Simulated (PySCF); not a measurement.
C2H7N, SMILES CCN.

Geometry: B3LYP-D3(BJ)/def2-TZVP. The values are those of a single conformer.

Method: PySCF with PBE/def2-TZVPD.

Isolated molecule, no solvent.

```
Quantity                                                                                                        Value
---------------------------------------------------------------------------------------------  ----------------------
total energy                                                                                       -135.03964 hartree
highest occupied level                                                                                       -5.38 eV
lowest empty level                                                                                           -0.26 eV
orbital gap                                                                                                   5.12 eV
dipole moment                                                                                                  1.21 D
quadrupole, principal values (traceless, Buckingham form, about the centre of nuclear charge)   -4.47, 1.57, 2.90 D·Å
mean static polarisability                                                                       39.8 bohr³ (5.89 Å³)
polarisability, principal values                                                               36.3, 39.2, 43.9 bohr³
```
